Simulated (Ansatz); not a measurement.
This Ansatz (a program for electronic structure) input (CCSD(T)/cc-pVTZ) gives -113.39194 Eh with 74 basis functions. A basis named .json is the Basis Set Exchange file of that set (core-valence sets with the plain set on hydrogen).

Ansatz 0.2 input:
```yaml
crystal:
  periodic: [false, false, false]
  atoms:
    - {symbol: C, position_ang: [-0.00000000, -0.00000000, -0.51434199]}
    - {symbol: O, position_ang: [0.00000000, 0.00000000, 0.58709802]}
    - {symbol: H, position_ang: [-0.00000000, -0.00000000, -1.61073223]}
basis:
  gaussian:
    orbitals: cc-pVTZ
total_charge: 1
magnetization: {spin_polarized: false}
correlation: {method: ccsd_t, electrons: outside_noble_gas}
```

Change:
```diff
- orbitals: cc-pVTZ
+ orbitals: cc-pwCVQZ.json
```

**Question.** What does the run give now?

**Answer.** -113.42616 Eh (CCSD(T)/cc-pwCVQZ, 198 functions), a change of -34.22 mEh.
